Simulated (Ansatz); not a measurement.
**H3Si–CH3, singlet: reading a ladder of total energies**

Geometry: displaced at random from a stationary point.

```yaml
atoms:
  - { symbol: Si, position_ang: [-0.5500, 0.0025, -0.0008] }
  - { symbol: C, position_ang: [1.1563, 0.0195, 0.0096] }
  - { symbol: H, position_ang: [-1.1713, 1.3678, 0.0082] }
  - { symbol: H, position_ang: [-1.0778, -0.7797, 1.2239] }
  - { symbol: H, position_ang: [-1.1825, -0.7897, -1.2898] }
  - { symbol: H, position_ang: [1.7391, -1.0863, -0.0684] }
  - { symbol: H, position_ang: [1.5946, 0.4121, 0.8516] }
  - { symbol: H, position_ang: [1.6441, 0.5740, -0.8169] }
```

Basis cc-pVDZ; Ansatz 0.2.0. Only valence electrons are correlated (noble-gas cores frozen), which leaves 14 electrons in 56 orbitals. Prefix R: restricted or restricted open-shell reference.

Full CI isn't at hand for all of this; RCCSDT(Q) serves as the reference, and is uncertain by about the last step of the cluster series.

Runs differ by some tens of microhartree through their thresholds, so steps under 0.03 kcal/mol mean nothing.

| level | total energy (hartree) |
| --- | --- |
| RHF | -330.250241 |
| RMP2 | -330.511393 |
| RCCSD | -330.554774 |
| RCCSD(T) | -330.562081 |
| RCCSDT | -330.562968 |
| RCCSDT(Q) | -330.563309 |

Problem. What is the correlation energy at RCCSDT(Q), and what share of it do RMP2 and RCCSD(T) recover?

Solution. E(corr) = -330.563309 − (-330.250241) = -0.313068 hartree = -8.519 eV. RMP2: -0.261152 / -0.313068 = 83.42 %. RCCSD(T): -0.311840 / -0.313068 = 99.61 %.

Problem. By how many kcal/mol does RCCSD(T) miss RCCSDT(Q) (1 hartree = 627.509 kcal/mol), and which steps make up the rest?

Solution. -330.562081 − (-330.563309) = 0.001228 hartree = 0.77 kcal/mol. Steps: RCCSDT − RCCSD(T) = -0.56, RCCSDT(Q) − RCCSDT = -0.21 kcal/mol. That is within 1 kcal/mol of the reference in this basis, which itself misses far more of the correlation at the basis-set limit.
